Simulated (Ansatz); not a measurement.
# [SiH₃···H···CN], doublet in cc-pVDZ: errors against UCCSDT(Q)

Geometry: a point of a hydrogen-transfer path between rigid fragments, not a stationary point.

```xyz
7

Si   -1.5993    0.0000    0.0000
H    -2.0942    1.3997    0.0000
H    -2.0942   -0.6999    1.2122
H    -2.0942   -0.6999   -1.2122
H    -0.0613    0.0000    0.0000
N     2.5078    0.0000    0.0000
C     1.3477    0.0000    0.0000
```

Basis cc-pVDZ; Ansatz 0.2.0. Correlated methods freeze the noble-gas cores, which leaves 17 electrons in 59 orbitals. R marks a restricted (for open shells ROHF) determinant, U an unrestricted one. Active spaces: pair = (3e, 3o) about the gap; frontier = (9e, 9o) about the gap.

Full CI isn't at hand for all of this; UCCSDT(Q) serves as the reference, and is uncertain by about the last step of the cluster series. The frozen core follows each run's orbitals, which can shift R against U totals by a few meV.

Unrestricted rows (U) aren't spin-pure: their determinants' ⟨S²⟩ exceeds S(S+1) by up to 0.27, so they mix in states of higher spin. For open shells CISD is restricted-active-space CI with the open shells as a complete middle space.

The UHF ⟨S²⟩ is 1.016, the T1 diagnostic (RCCSD) is 0.0232 and the largest doubles amplitude (RCCSD) is 0.079. The T1 diagnostic (UCCSD) is 0.0444.

| level | E − E(UCCSDT(Q)) (kcal/mol) | share of correlation (%) | wall time |
| --- | --- | --- | --- |
| RHF | 285.79 | 0.00 | – |
| UHF | 277.21 | 3.00 | – |
| RMP2 | 33.77 | 88.18 | – |
| UMP2 | 46.99 | 83.56 | – |
| CISD | 46.78 | 83.63 | 15 s |
| RCCSD | 12.19 | 95.73 | – |
| UCCSD | 12.14 | 95.75 | – |
| RCCSD(T) | 1.66 | 99.42 | 6.5 s |
| UCCSD(T) | 2.29 | 99.20 | 6 s |
| BCCD(T) | 1.72 | 99.40 | 7 s |
| RCCSDT | 1.09 | 99.62 | – |
| UCCSDT | 1.11 | 99.61 | – |
| RCCSDT(Q) | 0.01 | 100.00 | 32 s (H100) |
| CASSCF (pair space) | 267.19 | 6.51 | – |
| NEVPT2 (pair space) | 33.65 | 88.23 | 2.6 s |
| MRCISD (pair space) | 41.72 | 85.40 | – |
| MRCISD+Q (pair space) | 8.89 | 96.89 | 3 s (H100) |
| CASSCF (frontier space) | 190.30 | 33.41 | – |
| NEVPT2 (frontier space) | 41.29 | 85.55 | 7.5 s (H100) |
| NEVPT4(SD) (frontier space) | 4.93 | 98.28 | 11 s (H100) |
| MRCISD (frontier space) | 21.35 | 92.53 | – |
| MRCISD+Q (frontier space) | 2.99 | 98.95 | 12 s (H100) |

The correlation energy at UCCSDT(Q), counted from RHF, is -12.393 eV. That run took 24 s on 2 threads of AMD EPYC 7R13 with a shared H100 80 GB, shared host.

Times hold each run's SCF and search for its determinant on a shared host, so for small cases they say little of a method's own cost; rows without a card ran on 1 thread of AMD EPYC 7R13.
